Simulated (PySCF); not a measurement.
**Accurate constants of Al₂, step by step**

One table from this session's results is given with a row withheld; the runs are named, their logs left out.

The runs use PySCF 2.14.0; CCSD(T) on ROHF, no relativity in the base curves; scalar relativity is added as a correction.

The first run:

- molecule: Al₂
- state: triplet, unpaired electrons σ ↑, π ↑
- smaller basis: Al cc-pV(T+d)Z
- larger basis: Al cc-pV(Q+d)Z
- frozen core orbitals: 10
- extrapolation: correlation as n⁻³ (n = 3, 4), Hartree–Fock as (n+1)·exp(−9√n)
- corrections: core–valence correlation, scalar relativity
- distances (Å): 2.4141, 2.5238, 2.6336, 2.7433, 2.8530, 2.9902, 3.1274
- masses (u): 26.9815, 26.9815
- dissociation limit: Al + Al

Launch:

```
> OMP_NUM_THREADS=4 python comp.py task.json out
```

Steps of the session up to this table: Coupled cluster at each distance.

One of the session's tables, all rows but one given; the rest of the session is left out.

It belongs to the step «Coupled cluster at each distance». Parts of the energy along the bond, in eV from Al + Al:

| R (Å) | HF/CBS | CCSD corr. | (T) | core–valence | relativity |
| --- | --- | --- | --- | --- | --- |
| 2.4141 | -0.538 | -0.529 | -0.1293 | -0.0157 | 0.0041 |
| 2.5238 | ? | ? | ? | ? | ? |
| 2.6336 | -0.829 | -0.475 | -0.1266 | -0.0010 | 0.0048 |
| 2.7433 | -0.865 | -0.451 | -0.1253 | 0.0032 | 0.0047 |
| 2.8530 | -0.854 | -0.429 | -0.1242 | 0.0059 | 0.0043 |
| 2.9902 | -0.796 | -0.405 | -0.1233 | 0.0077 | 0.0038 |
| 3.1274 | -0.707 | -0.385 | -0.1234 | 0.0084 | 0.0031 |

Estimate the missing values for R (Å) = 2.5238.

Worked estimate for «HF/CBS». A straight line through the neighbours (2.4141, -0.538) and (2.6336, -0.829) gives -0.538 + (-0.829 + 0.538) × (2.5238 − 2.4141) / (2.6336 − 2.4141) = -0.683; a parabola fitted to 3 rows on both sides gives -0.720.

**Answer.** HF/CBS: -0.729; CCSD corr.: -0.501; (T): -0.1280; core–valence: -0.0071; relativity: 0.0047. In «HF/CBS» the line misses by +0.046 and the parabola by +0.009.
